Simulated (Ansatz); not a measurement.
## Changing the shape of C₃H₅O, doublet

Calculated in Ansatz's Gaussian-basis code. Basis cc-pVTZ, nonrelativistic, 4 orbitals frozen in the corrections; active space CAS(5,4). Restricted Hartree–Fock, then the lowest state-specific CASSCF solution met for each case. On stretched bonds single-reference methods can fail or change state. Solutions in different active orbitals can move differences by tenths of an eV and at times more than 1 eV.

Case A:

```xyz
9

O     0.0000   -1.7111   -0.4953
C     0.0000   -0.3450   -0.5676
C     0.0000    0.4075    0.5954
C     0.0000    1.7891    0.6468
H     0.0000   -2.0758   -1.3915
H     0.0000    0.1054   -1.5578
H     0.0000   -0.1571    1.5274
H     0.0000    2.3920   -0.2575
H     0.0000    2.3152    1.5945
```

Case B:

```xyz
9

C     0.0000   -1.4172    0.0080
C     0.0000   -0.0253    0.0292
C     0.0000    0.7246    1.1946
O     0.0000    0.5812   -1.2065
H     0.0000   -1.9782    0.9339
H     0.0000   -1.9541   -0.9326
H     0.0000    1.8108    1.1801
H     0.0000    0.2368    2.1616
H     0.0000    1.5424   -1.0823
```

Energy less that of case A, in eV:

| case | RHF/ROHF | CASSCF |
| --- | --- | --- |
| B | -0.099 | -0.067 |

Task: What does SC-NEVPT2 give for these differences?

Result: B: -0.032 eV (-0.7 kcal/mol).
